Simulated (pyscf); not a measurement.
# Multi-bond step: methylsilane (H₃C–SiH₃) + H₃C–BH–CH₃ → H₃C–B(CH₃)–CH₂–SiH₃ + hydrogen (H₂)

Gas phase, singlet surface, charge 0. Bonds broken: C1–H5, B2–H16, Si14–H15. Bonds formed: C1–B2, H5–H15, Si14–H16. Optimised with ωB97X-D3(BJ)/def2-SVP in PySCF.

Transition state (Å):

```xyz
18

C      0.4382     0.6158    -0.4765
B     -0.8226     0.1459     0.6151
C     -2.1952    -0.1741    -0.1547
C     -0.8554     1.0700     1.9281
H      1.6922    -0.0128    -0.9083
H      0.0153     0.7214    -1.4831
H      0.8991     1.5411    -0.1097
H     -2.0730    -0.8804    -0.9946
H     -2.6087     0.7604    -0.5738
H     -2.9592    -0.5915     0.5225
H     -1.1753     2.0905     1.6521
H     -1.5742     0.6963     2.6766
H      0.1263     1.1608     2.4254
Si     1.0132    -1.0609     0.1545
H      2.4161    -0.8714    -0.8613
H     -0.4084    -1.0579     1.0676
H      1.8580    -1.0552     1.3667
H      0.5793    -2.2417    -0.6203
```

One imaginary mode, 1709i cm⁻¹; descent along it reached the two sides named.

| bond | change | reactant side (Å) | saddle | product side |
|---|---|---|---|---|
| C1–H5 | breaks | 1.101 | 1.468 | 3.2 |
| B2–H16 | breaks | 1.218 | 1.351 | 2.8 |
| Si14–H15 | breaks | 1.495 | 1.742 | 3.3 |
| C1–B2 | forms | 3.4 | 1.733 | 1.568 |
| H5–H15 | forms | 3.0 | 1.124 | 0.760 |
| Si14–H16 | forms | 3.2 | 1.690 | 1.497 |

Electronic energies relative to the separated reactants (kcal/mol):

| level | barrier | reaction energy | reverse barrier |
|---|---|---|---|
| ωB97X-D3(BJ)/def2-TZVP | 56.8 | -0.8 | 57.6 |
| PBE/def2-TZVP | 49.1 | +0.9 | 48.2 |
| r²SCAN/def2-TZVP | 51.3 | -0.4 | 51.7 |
| B3LYP-D3(BJ)/def2-TZVP | 59.2 | +0.2 | 59.0 |
| PBE0-D3(BJ)/def2-TZVP | 49.7 | -0.6 | 50.3 |
| M06-2X/def2-TZVP | 57.2 | -0.8 | 58.0 |
| ωB97M-D3(BJ)/def2-TZVP | 57.3 | +0.1 | 57.3 |
| HF/def2-TZVP | 92.1 | +7.8 | 84.3 |

With ωB97M-D3(BJ)/def2-TZVP energies and thermal terms (ideal gas, 1 atm, RRHO with modes under 100 cm⁻¹ raised to 100, one conformer, R ln 2 for chiral ones without a mode under 150 cm⁻¹), in kcal/mol:

```json
[
 {"T (K)": "298", "ΔH‡": "56.4", "ΔG‡": "70.0", "ΔH": "-2.7", "ΔG": "-0.1"},
 {"T (K)": "600", "ΔH‡": "56.5", "ΔG‡": "83.7", "ΔH": "-1.3", "ΔG": "+1.9"},
 {"T (K)": "900", "ΔH‡": "57.1", "ΔG‡": "97.2", "ΔH": "-0.2", "ΔG": "+3.3"},
 {"T (K)": "1200", "ΔH‡": "57.9", "ΔG‡": "110.5", "ΔH": "+0.5", "ΔG": "+4.3"}
]
```

At the saddle there is also a short B–Si, H–Si contact that neither side keeps. This saddle turned up in a search for another step; its sides and bond changes are read from the two ends of the descent. This is the saddle that the search found; another between the same sides may lie lower.
